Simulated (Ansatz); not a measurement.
Ideal-gas functions of H₅OSi₂, SMILES `O[SiH][SiH3]` radical at 298.15 K and 1 bar, from an Ansatz frequency run at PBE0-D4/def2-TZVP.

Molar mass 77.21 g/mol, point group C1 (symmetry number 1), electronic degeneracy 2, moments of inertia 28.303, 153.111, 172.476 u Å². Harmonic wavenumbers (cm⁻¹, unscaled): 98, 155, 279, 394, 407, 509, 606, 750, 835, 886, 900, 927, 941, 2193, 2199, 2212, 2225, 3914.

Use S(trans) = R[1.5 ln M + 2.5 ln T − 1.1517]; rotational temperatures θ = 24.2544 K / I; S(rot) = R[ln(√π/σ · √(T³/θAθBθC)) + 1.5]; for each mode x = 1.438777 ν̃/T, S = R[x/(eˣ − 1) − ln(1 − e⁻ˣ)] and H = RT x/(eˣ − 1); 1 cm⁻¹ = 0.0119627 kJ/mol; R = 8.31446 J/(mol·K).

Task: By hand: the entropy, in J/(mol·K).

Result: Translation 163.1. Rotation: θ = 0.857, 0.1584, 0.1406 K, giving 104.7. Vibration, mode by mode: 14.62, 10.92, 6.44, 4.12, 3.92, 2.66, 1.84, 1.05, 0.76, 0.62, 0.58, 0.52, 0.50, 0.00, 0.00, 0.00, 0.00, 0.00, in all 48.6. Electronic 5.8. Sum 322.2 J/(mol·K).

Task: By hand: H − E and G − E in kJ/mol, counted from the electronic energy.

Result: Zero-point energy ½ × 20430 × 0.0119627 = 122.2; thermal vibration 8.4; translation, rotation and pV give 4 RT = 9.9. H − E = 140.5 kJ/mol, and G − E = 140.5 − 298.15 × 322.2/1000 = 44.4 kJ/mol.

Vibration gives 15 % of the entropy, 14.6 J/(mol·K) of it from the mode under 150 cm⁻¹: soft modes count most, and the harmonic formula is weakest for them. The sum counts one conformer and one mirror image; others add a mixing term.
